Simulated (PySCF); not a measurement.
dichloromethane (CH2Cl2), SMILES ClCCl.

Geometry: r2SCAN-D4/def2-TZVP.

Level of theory: PySCF with PBE/def2-TZVPD.

Symmetry labels are those of the subgroup C2v that the program uses (full group C2v).

Computed valence orbital energies around the gap with their symmetry:
```csv
orbital,symmetry,energy (eV)
HOMO−7,A1,-16.54
HOMO−6,B2,-12.29
HOMO−5,A1,-11.54
HOMO−4,B1,-11.24
HOMO−3,A1,-8.06
HOMO−2,A2,-7.95
HOMO−1,B1,-7.54
HOMO,B2,-7.35
LUMO,A1,-1.50
LUMO+1,B1,-0.54
LUMO+2,A1,-0.25
LUMO+3,B2,0.50
```
